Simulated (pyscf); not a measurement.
PySCF, gas phase, ωB97X-D3(BJ)/def2-SVP geometries.

Question: Estimate the classical barrier height and the reaction energy of Al–Cl [singlet] + hydrogen (H₂) → H₂Al–Cl at ωB97M-D3(BJ)/def2-TZVP. The step runs on the singlet surface, breaks H–H and forms Al–H, Al–H; take the separated reactants as zero.

Answer: ΔE‡ = 65.2 kcal/mol, ΔE = -15.2 kcal/mol. Zero-point energy shifts the barrier by -0.2 kcal/mol. It is an insertion, with an imaginary mode of 1679i cm⁻¹. This is the saddle that the search found; another between the same sides may lie lower. One closed-shell reference is unstable to symmetry breaking; treat the single-reference values with care.
